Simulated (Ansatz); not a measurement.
Input for Ansatz (development build ahead of 0.2.0):

```yaml
crystal:
  periodic: [false, false, false]
  atoms:
    - { symbol: C, position_ang: [0.00155, -0.01695, -0.58669] }
    - { symbol: C, position_ang: [-0.03857, -0.01565, 0.606] }
basis:
  gaussian: { orbitals: aug-cc-pVDZ }
total_charge: -1
magnetization:
  spin_polarized: true
  initial_magnetization: 1
hamiltonian:
  xc: hf
correlation:
  method: mp2
  frozen_orbitals: { C: 1 }
```

The input is written out in the form of the current development build from the run's settings.

Results

```json
{
 "Converged": "yes",
 "Reference energy": "-75.55985 hartree",
 "Correlation energy": "-0.21325 hartree",
 "Total energy": "-75.77310 hartree",
 "Spin squared of the determinant": "0.793"
}
```
